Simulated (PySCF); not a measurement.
# Cl: ionisation energy

Cl [Ne] 3s2 3p5 (2P) → Cl+ [Ne] 3s2 3p4 (3P), as a difference of total energies. Computed with PySCF 2.14 in cc-pV(D+d)Z (4s3p2d, 23 functions), with the non-relativistic Hamiltonian (point nucleus). Correlated levels: valence: [Ne] frozen. The calculations carry no spin-orbit coupling.

```tsv
method	ionisation energy (eV)
UHF	11.813
TPSS	12.926
LDA	13.152
MP2 (valence)	12.421
SCS-MP2 (valence)	12.399
CCSD (valence)	12.346
CCSD(T) (valence)	12.350
```

Errors of the correlated levels include the incompleteness of this basis and the frozen core.

**Question.** Which method comes closest to the reference value, and which is furthest?

**Answer.** The reference is 12.974 eV (measured; NIST levels, between the centres of gravity of the two terms). Closest: TPSS (error -0.048 eV); furthest: UHF (error -1.161 eV).
